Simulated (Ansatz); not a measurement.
Compare A (`N#CC(F)CO`) with its isomer B (`N/C=C1\OC1F`).

Program: Ansatz. Geometries: PBE0-D4/def2-TZVP. ΔE: electronic, gas phase. CCSD(T)/CBS adds triple-zeta CCSD(T) − MP2 to the extrapolated MP2 energy (def2 sets, frozen cores). Functionals use def2-TZVPP. B3LYP here is the variant with VWN-RPA as its local correlation; programs differ in this. Each species was taken in one conformer, which may not be the lowest.

A:

```xyz
10

N    -2.7643    0.5030    0.5876
C    -1.6688    0.1581    0.6020
C    -0.2588   -0.2288    0.5919
F    -0.1585   -1.6047    0.5135
C     0.4776    0.3829   -0.5888
O     1.8391    0.0740   -0.5395
H     0.2119    0.0836    1.5295
H     0.0005    0.0394   -1.5154
H     0.3823    1.4696   -0.5392
H     1.9389   -0.8770   -0.6417
```

B:

```xyz
10

N     0.419   -0.541    1.866
C     0.551    0.276    0.748
C    -0.157    0.168   -0.358
O    -1.137   -0.669   -0.879
C    -0.691    0.445   -1.637
F    -0.001    0.139   -2.751
H     1.289   -0.725    2.341
H    -0.085   -1.398    1.691
H     1.250    1.098    0.828
H    -1.438    1.206   -1.847
```

Which isomer does CCSD(T)/CBS put lower? Give the gap. (Estimate.)

Computed: A, by 34.4 kcal/mol.

Give E(B) − E(A) in kcal/mol with HF/def2-TZVPP, B3LYP-D4, r2SCAN-D4, PBE0-D4, PBE-D4, ωB97M-V, CCSD/def2-TZVPP. (Estimate.)

Computed: HF/def2-TZVPP 41.8, B3LYP-D4 29.9, r2SCAN-D4 25.5, PBE0-D4 24.7, PBE-D4 22.2, ωB97M-V 31.4, CCSD/def2-TZVPP 37.2. None reverses the order clearly.

Largest T1 diagnostic: 0.014.

In def2-TZVPP, CCSD(T) changes the Hartree–Fock value by −5.8 kcal/mol (the triples alone add −1.2 kcal/mol) and MP2 by −5.2 kcal/mol. From PBE to PBE0 (25 % exact exchange), in def2-TZVPP and without D4, E(B) − E(A) moves by +2.5 kcal/mol.
